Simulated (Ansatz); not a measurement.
CH3O (SMILES [CH2]O), doublet: a single point displaced at random from a GFN2-xTB minimum.

Input (in.yaml):

```yaml
crystal:
  periodic: [false, false, false]
  atoms:
    - {symbol: C, position_ang: [-0.465800, -0.405400, 0.042000]}
    - {symbol: O, position_ang: [0.329300, 0.927100, 0.173000]}
    - {symbol: H, position_ang: [-1.373700, -0.386400, -0.201200]}
    - {symbol: H, position_ang: [0.284100, -1.188300, -0.392300]}
    - {symbol: H, position_ang: [1.146500, 0.783000, 0.317700]}
basis:
  gaussian: {orbitals: def2-TZVPP}
magnetization: {spin_polarized: true, initial_magnetization: 1}
correlation: {method: ccsd_t}
scf: {omitted_lower_state_checks: [cluster_reference]}
output: {forces: true}
```

An equivalent command:

```bash
ansatz run in.yaml --threads 4 --pin off --events-out ev --progress --plain
```

The run's output (Ansatz 0.2.0):

```
Functional definition: HF
  name "HF"
  cite "Fock, Z. Phys. 61, 126 (1930) doi:10.1007/BF01340294"
  parent pbe
  exchange = exact_x
  correlation = 0
these checks for a lower state are left out or cut short: cluster_reference
624 factors; integrals over basis functions are off by at most 1.3e-3 eV
mean field evaluation 1: about -3111.3037 eV, gradient 2.1e1 eV
mean field evaluation 2: about -3111.3055 eV, gradient 2.1e1 eV
mean field evaluation 4: about -3113.1135 eV, gradient 2.6e0 eV
mean field evaluation 8: about -3113.1918 eV, gradient 2.6e-1 eV
mean field -3113.19411949 eV, -114.4077736925 hartree, gradient 8.4e-6 eV, S^2 0.762723; 0 other end points of the search recorded, 0 dependent functions left out
2 core orbitals not correlated: weight in the atoms' cores, before any rotation towards them, 1.000 or more for the frozen orbitals, at most 0.000 for the correlated occupied ones
reference -3113.19411949 eV, -114.4077736925 hartree; 7, 6 occupied and 95, 96 virtual orbitals, 624 factors
second order -10.59011368 eV of doubles, -0.00000000 eV of singles
cycle   1  -10.77914892 eV  change   -1.9e-1 eV  update   7.3e-2
cycle   2  -11.04864407 eV  change   -2.7e-1 eV  update   2.3e-2
cycle   3  -11.12716217 eV  change   -7.9e-2 eV  update   1.7e-2
cycle   4  -11.12282314 eV  change    4.3e-3 eV  update   7.4e-3
cycle   5  -11.12571563 eV  change   -2.9e-3 eV  update   4.1e-3
cycle   6  -11.12649848 eV  change   -7.8e-4 eV  update   1.3e-3
cycle   7  -11.12644113 eV  change    5.7e-5 eV  update   4.6e-4
cycle   8  -11.12650443 eV  change   -6.3e-5 eV  update   2.0e-4
cycle   9  -11.12645944 eV  change    4.5e-5 eV  update   7.8e-5
cycle  10  -11.12644026 eV  change    1.9e-5 eV  update   3.3e-5
cycle  11  -11.12646523 eV  change   -2.5e-5 eV  update   1.6e-5
cycle  12  -11.12646205 eV  change    3.2e-6 eV  update   7.2e-6
cycle  13  -11.12646470 eV  change   -2.6e-6 eV  update   3.2e-6
cycle  14  -11.12646341 eV  change    1.3e-6 eV  update   1.4e-6
perturbative correction -0.39424991 eV, -0.0144884170 hartree
the calculation of the forces begins
Total energy: -3124.71483282 eV, -114.8311520982 hartree
Atom 0 at    -0.465800    -0.405400     0.042000 Å, force    12.481660     1.078298     1.365599 eV/Å
Atom 1 at     0.329300     0.927100     0.173000 Å, force   -12.342565    -0.876387    -1.962226 eV/Å
Atom 2 at    -1.373700    -0.386400    -0.201200 Å, force    -7.271217     0.929586    -1.929936 eV/Å
Atom 3 at     0.284100    -1.188300    -0.392300 Å, force    -1.857303     1.255109     0.961393 eV/Å
Atom 4 at     1.146500     0.783000     0.317700 Å, force     8.989425    -2.386606     1.565170 eV/Å
Dipole moment:     0.131340    -0.278100    -0.078689 e Å
Checks for a lower state left out: cluster_reference
```

The lines “mean field evaluation” count trial sets of orbitals through the whole run, from several starts and some on an approximate energy, so they need not fall steadily or lie above the final value.

The run took 17 s on 4 CPU threads (shared host), with 1.4 GiB of host memory at its peak.
